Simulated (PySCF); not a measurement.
How the functional moves excitation energies

Compound: AlH₆N.
SMILES: `[NH3+][AlH3-]`

Linear-response calculations in the def2-SVPD basis (PySCF; singlets by full response, triplets Tamm–Dancoff, core orbitals frozen in the response; HF means time-dependent Hartree–Fock). 'Strongest' is the level of largest summed f among the singlets computed (10 roots, of which the last may lack a degenerate partner); it can jump between rows when another state enters that window. S1 is the lowest singlet of each run and needn't be the same state throughout; f(S1) is that of one state. Geometry: PBE0-D3(BJ)/def2-SVP; no solvent, vibrations or thermal averaging.

```csv
functional,kind,S1 (eV),f(S1),strongest (eV),T1 (eV),HOMO (eV),gap (eV),"ionisation energy, ΔSCF (eV)"
LDA,LDA,4.88,0.007,7.12,4.77,-6.17,4.84,9.65
PBE,GGA,4.92,0.006,6.88,4.79,-6.15,4.89,9.63
B3LYP,"global hybrid, 20% exact exchange",5.54,0.009,7.72,5.39,-7.22,6.39,not settled
PBE0,"global hybrid, 25% exact exchange",5.80,0.012,7.98,5.57,-7.40,6.90,9.78
BHandHLYP,"global hybrid, 50% exact exchange",6.42,0.019,8.57,6.13,-8.62,8.65,9.95
CAM-B3LYP,range-separated hybrid,6.18,0.018,8.35,5.91,-8.83,9.00,9.98
wB97X-D,range-separated hybrid,6.38,0.025,8.53,6.17,-9.34,10.48,9.97
LC-wPBE,range-separated hybrid,6.87,0.029,8.81,6.32,-10.22,11.48,10.14
HF,Hartree–Fock,7.51,0.043,9.35,6.71,-10.55,12.08,not settled
```

S1 runs from 4.88 eV (LDA) to 7.51 eV (HF), a spread of 2.63 eV, while the orbital gap spreads over 7.2 eV. Along PBE (0%), B3LYP (20%), PBE0 (25%), BHandHLYP (50%), HF (100%) S1 rises with the share of exact exchange. −ε(HOMO) comes closest to its own ΔSCF ionisation energy with LC-wPBE (+0.08 eV) and misses most with LDA (-3.49 eV). 'Not settled' means that the ion's SCF failed to converge or may have ended in another state than the lowest.

Without π bonds the low states are Rydberg-like; a valence basis with one diffuse set may place them up to an eV too high.
